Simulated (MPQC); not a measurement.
# A MPQC job on P2H2 (phosphanylidenephosphane)

Aim: a single-point energy of P2H2 (phosphanylidenephosphane).

Program for the calculation: MPQC 2.3.1.

7 further runs of the same task are left out: 1 that didn't finish, 6 set aside as unsound or not needed.

### 1 Starting point

The species is P2H2 (4 atoms), meant as a singlet with charge 0. SMILES: `[H]/P=P/[H]`. The coordinates come from a GFN2-xTB relaxation.

Bond lengths: P1–P2 2.016 Å, P1–H3 1.403 Å, P2–H4 1.403 Å. Angles: P1–P2–H4 94.8°, P2–P1–H3 94.8°.

### 2 The input as written

The input, input.in:

```
% job: H2P2
freq: yes
method: MP2
frozen_docc: 0
charge: 0
symmetry: c1
basis: STO-6G
checkpoint: no
molecule:
  P       -0.024370      -1.003630       0.088350
  P        0.024420       1.003540      -0.088260
  H        1.037260      -1.067570       1.003320
  H       -1.037310       1.067660      -1.003410
multiplicity: 1
memory: 1000000000
```

Command:

```bash
$ mpqc input.in > input.out
```

What it wrote:

```text
mpqc: syntax error at line 3
```

It took 0.34 s on 1 thread of Intel Xeon at 2.50GHz (Skylake/Cascade Lake), shared host.

### 3 Diagnosis

The input was rejected.

The telling line is `mpqc: syntax error at line 3`. The cause is that the input text is malformed or holds a word that the program doesn't know (`freq`).
